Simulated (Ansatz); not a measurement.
We consider CaB6-type LaB6, described by PBE+SOC (PAW; Ansatz, a program for electronic structure).

Numerical settings: plane-wave cutoff 520 eV, 14×14×14 k mesh, Fermi–Dirac smearing 0.05 eV, PAW data made under PBE.

Energies at three volumes about the minimum:

```tsv
V (Å³/atom)	E − E_lowest (meV/atom)
10.041	2.29
10.246	0.00
10.451	2.15
```

Q: Fit a parabola by hand: where is the minimum, what lattice constant follows, and what is the bulk modulus?

A: Slopes: (0.00 − 2.29)/(10.246 − 10.041) = -11.171 and (2.15 − 0.00)/(10.451 − 10.246) = 10.488 meV/Å³. Curvature E″ = 2 × (10.488 − (-11.171))/(10.451 − 10.041) = 105.654 meV/Å⁶. From the middle of the first interval, the slope vanishes at V0 = 10.1435 − (-11.171)/105.654 = 10.249 Å³/atom. B = V0 E″ = 10.249 × 105.654 meV/Å³ × 0.1602 GPa per meV/Å³ = 173 GPa. With 7 atoms in the cube, a = (7 × 10.249)^(1/3) = 4.155 Å. The full Birch–Murnaghan fit to all volumes gives V0 = 10.246 Å³/atom and B0 = 174 GPa.

Shape and atoms are relaxed at each volume.

Measured, for comparison: bulk modulus 164 ± 2 GPa (room temperature, not corrected to a static lattice, isothermal; as tabulated in LaB6 under pressure, Phys. Rev. B 80, 172104 (doi 10.1103/PhysRevB.80.172104)); lattice constant a 4.157 Å (296 K, not corrected to a static lattice; as tabulated in Tsubota and Kitagawa (2017), doi:10.1038/s41598-017-15766-y). Computed less measured: bulk modulus +6 %.
